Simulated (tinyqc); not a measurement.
Stretching all distances: RHF, UHF, MP2, CISD and CCSD against full CI in the sto-3g basis, for H2O, spin multiplicity 1. Computed by the program tinyqc with PySCF. All coordinates are multiplied by the scale. c0^2 is the weight of the RHF determinant in the lowest singlet FCI state (UHF is spin-contaminated and may lie near states of higher spin) and n(LUMO) the first natural occupation beyond the occupied space.

Geometry (angstrom):
```
atom,x,y,z
O,0.0000,0.0000,0.0000
H,0.0000,0.6970,0.5490
H,0.0000,-0.6620,0.5220
```

Full CI energy (hartree) and errors against it (kcal/mol):
```
scale,distance 1-2 (angstrom),E(FCI),RHF,UHF,MP2,CISD,CCSD,<S^2> UHF,c0^2,n(LUMO)
0.9100,0.8074,-74.858563,19.9713,19.9713,4.9610,0.1481,0.0368,0.0000,0.9872,0.0139
1.2300,1.0913,-75.017877,40.8465,40.8465,12.2984,0.8797,0.1155,0.0000,0.9584,0.0457
1.5600,1.3841,-74.930205,78.7802,70.0151,26.4660,4.5972,0.4261,0.6024,0.8790,0.1380
1.8800,1.6680,-74.833306,133.3912,44.8967,46.0203,15.2784,0.3340,1.5238,0.7315,0.3181
2.2100,1.9608,-74.772778,203.8104,17.1976,66.1906,33.7386,-5.8665,1.8418,0.5291,0.5685
```

What does the comparison show, and why?

UHF parts from RHF first at scale 1.56 of those listed, where <S^2> leaves zero. The weight c0^2 goes from 0.99 to 0.53 and n(LUMO) from 0.01 to 0.57: static correlation grows as the bonds break into open-shell fragments. The spread of the error along the curve, which distorts its shape, is CCSD 6.3, CISD 33.6, UHF 52.8, MP2 61.2, RHF 183.8 kcal/mol. Below FCI somewhere: CCSD, as non-variational methods may be.
